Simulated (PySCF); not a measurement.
Molecule: `PPP`, H5P3.

Numbering as in the mapped SMILES `[PH2:1][PH:2][PH2:3]`. Each H is labelled by its parent atom.

Geometry PBE0-D3(BJ)/def2-SVP throughout; GIAO in PySCF 2.14, gas phase, one conformer, non-relativistic; equivalent atoms averaged; functional PBE0.

Problem. How do the shifts δ (against H3PO4, TMS at the same level) depend on the basis set? (ppm; last column core-seconds on 1 thread of an Arm Neoverse V1, shared host)

Solution. 
| basis set | functions | P2 | P1/P3 | H(P2) | H(P1)/H(P3) | core-s |
| --- | --- | --- | --- | --- | --- | --- |
| pcSseg-0 | 49 | -223.9 | -270.7 | 3.12 | 2.84 | 2.1 |
| cc-pVDZ | 79 | -139.9 | -180.0 | 2.59 | 2.42 | 3.8 |
| aug-cc-pVDZ | 126 | -157.5 | -195.3 | 2.75 | 2.66 | 6.7 |
| cc-pVTZ | 172 | -168.5 | -209.6 | 2.70 | 2.58 | 10 |
| IGLO-III | 182 | -163.4 | -210.0 | 2.70 | 2.59 | 9.6 |

Problem. Which nucleus moves most, in ppm?

Solution. P1/P3 (phosphorus bonded to P, 2 H): from -270.7 ppm with pcSseg-0 to -180.0 ppm with cc-pVDZ. The smallest spread is 0.41 ppm, at H(P1)/H(P3).

Problem. Taking the largest basis, IGLO-III (182 functions), as the yardstick, rank the others by their worst heavy-atom deviation.

Solution. cc-pVTZ 5.1 ppm (172 functions), aug-cc-pVDZ 14.7 ppm (126 functions), cc-pVDZ 30.0 ppm (79 functions), pcSseg-0 60.7 ppm (49 functions).

A small basis that lands close on one nucleus may do so by chance; judge by the trend and by all nuclei.
